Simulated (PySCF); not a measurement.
# C3H3F: the cost of one run

The runs use PySCF 2.14.0; levels as typed in each script, gas phase, geometry from GFN2-xTB.

## 1. Starting geometry

SMILES `FC1=CC1`, 7 atoms, charge 0, spin multiplicity 1.

Bond lengths: F1–C2 1.317 Å, C2–C3 1.292 Å, C2–C4 1.483 Å, C3–C4 1.527 Å, C3–H5 1.060 Å, C4–H6 1.085 Å, C4–H7 1.084 Å. Angles: F1–C2–C3 150.0°, F1–C2–C4 143.6°, C3–C2–C4 66.3°, C2–C3–C4 62.8°, C2–C3–H5 151.9°, C4–C3–H5 145.2°, C2–C4–C3 50.8°, C2–C4–H6 119.8°, C2–C4–H7 119.9°, C3–C4–H6 119.5°, C3–C4–H7 119.5°, H6–C4–H7 113.5°.

As a file:

```
F    -1.5388   -0.0944   -0.0001
C    -0.2315    0.0617    0.0003
C     0.8035    0.8355   -0.0002
C     1.0588   -0.6703    0.0001
H     1.2541    1.7953    0.0000
H     1.4047   -1.1540   -0.9072
H     1.4059   -1.1531    0.9065
```

## 2. Ring currents (PBE0/def2-tzvp)

input.py reads:

```python
import numpy as np
from pyscf import gto, scf, dft
from pyscf.prop import nmr
from pyscf.data import nist

def solve(mol, dm0=None, hcore=None):
    mf = (dft.UKS if mol.spin else dft.RKS)(mol, xc='pbe0')
    mf.grids.level = 3
    mf.conv_tol, mf.max_cycle = 1e-8, 80
    if hcore is not None:
        mf.get_hcore = lambda *args: hcore
    mf.kernel(dm0)
    if not mf.converged:
        mf = mf.newton().run(mf.mo_coeff, mf.mo_occ, max_cycle=30)
    assert mf.converged, 'SCF not converged'
    return mf

mol = gto.M(atom='''
F     -1.53876    -0.09438    -0.00005
C     -0.23154     0.06172     0.00030
C      0.80347     0.83547    -0.00024
C      1.05877    -0.67030     0.00014
H      1.25405     1.79530    -0.00002
H      1.40468    -1.15404    -0.90719
H      1.40587    -1.15311     0.90648
''', basis='def2-tzvp', charge=0, spin=0, verbose=4)
mf = solve(mol)
vxc = nmr.rks.get_vxc_giao  # smaller grid blocks
nmr.rks.get_vxc_giao = lambda *a, **k: vxc(*a, **{**k, 'max_memory': 300})
calc = nmr.RKS(mf)
calc.cphf = True
nuclei = calc.kernel()
mo1 = calc.mo10
# ring centres and points 1 angstrom above and below them
points = np.array([
    [0.5436, 0.0756, 0.0001],
    [0.5439, 0.0759, 1.0001],
    [0.5433, 0.0753, -0.9999],
]) / nist.BOHR
mol.atom_coord = lambda i, unit='Bohr': points[i]
idx = range(len(points))
sigma = (calc.dia(shielding_nuc=idx) + calc.para(mo10=mo1, shielding_nuc=idx)[0]) * nist.ALPHA**2 * 1e6
for p, t in zip(points, sigma):
    print('NICS at %8.4f %8.4f %8.4f  %8.2f ppm' % (*(p * nist.BOHR), -t.trace() / 3))
occ = mf.mo_coeff[:, mf.mo_occ > 0]
dm1 = np.array([mf.mo_coeff @ (2 * x) @ occ.T for x in mo1])
np.savez('result.npz', sigma=sigma, nuclei=nuclei, dm0=mf.make_rdm1(), dm1=dm1, e=mf.e_tot, eps=mf.mo_energy, occ=mf.mo_occ)
```

The run is started by

```console
$ OMP_NUM_THREADS=1 python input.py
```

**Question.** How long does this run take on 1 thread of Intel Xeon at 2.50GHz (Skylake/Cascade Lake), shared host, and how much memory does it need?

About 80 s, with a peak of 0.91 GiB.
